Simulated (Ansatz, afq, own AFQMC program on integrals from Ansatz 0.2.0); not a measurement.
# CH4, singlet in 6-31G, levels against full CI

```yaml
atoms:
  - { symbol: C, position_ang: [0.0939, 0.0931, -0.0935] }
  - { symbol: H, position_ang: [0.7219, 0.7232, 0.5357] }
  - { symbol: H, position_ang: [-2.0317, -2.0161, 2.0232] }
  - { symbol: H, position_ang: [-0.5327, 0.7213, -0.7260] }
  - { symbol: H, position_ang: [0.7240, -0.5383, -0.7191] }
```

Basis 6-31G. Only valence electrons are correlated. Integrals, coupled cluster, full CI and functionals: Ansatz 0.2.0; the random walks run on the same integrals in our own AFQMC program. ph-AFQMC/CISD is guided by a CISD state made of CCSD amplitudes; releasing the constraint for a short imaginary time cuts its bias at the price of noise, slowly where states lie close. Uncertainties: one standard error, sampling alone.

Determinant: RHF, the one that the program's search chose, which needn't be the lowest solution. The geometry is a point of a scan.

Full CI on the same integrals is exact in this basis and with this determinant's frozen core.

Cautions: restricted determinant unstable towards unrestricted (UHF 4.98 eV lower, ⟨S²⟩ 1.01); strong correlation (T1 0.072, weight of the determinant 0.53, largest double 0.88); (T) is large, 9 % of the CCSD correlation; CCSD(T) is in doubt: in a space of 8 electrons in 8 natural orbitals full CI lies 120 meV above it; the CCSDT(Q) amplitudes may be one of several solutions (largest double 0.92); the CCSDTQ amplitudes may be one of several solutions (largest double 0.92); the ph-AFQMC/CISD walk drifts between its halves (2.9 errors); the next higher spin lies close (full CI puts it 24 meV above).

The T1 diagnostic is 0.0724 and the weight of the determinant in the CISD state is 0.532. The size of the correlated space is 8 electrons in 16 orbitals.

Reference: full CI, correlation energy -7.592 eV. The released energy is read at 2.40 1/Eh (meV from the phaseless value at times in 1/Eh: -2 ± 9 at 0.24, 12 ± 9 at 0.51, 18 ± 7 at 0.99, 16 ± 11 at 1.62, 5 ± 9 at 2.40). The cautions show a poor starting determinant, so the rows tell how each method copes with it here, and full CI is the sure value.

| level | E − E(reference) (kJ/mol) | share of correlation (%) |
| --- | --- | --- |
| HF | 732.5 | 0.00 |
| MP2 | 208.7 | 71.50 |
| CCSD | 29.3 | 95.99 |
| CCSD(T) | -34.5 | 104.71 |
| CCSDT | -0.1 | 100.01 |
| CCSDT(Q) | 0.3 | 99.96 |
| CCSDTQ | 0.1 | 99.99 |
| ph-AFQMC/CISD | 1.4 ± 0.8 | 99.81 |
| released AFQMC | 1.8 ± 0.9 | 99.75 |

CCSDT and higher add their correlation energy to the determinant of the CCSD(T) run, since their own runs factorise the integrals more tightly (a shift of under 2 meV). A walk keeps the symmetry of its determinant, which the program's search chose and which needn't be the lowest solution, so a lower state of the same spin and another symmetry isn't excluded. Released energies are given only where the last usable release times agree within the noise; a slower fall can still hide under it.
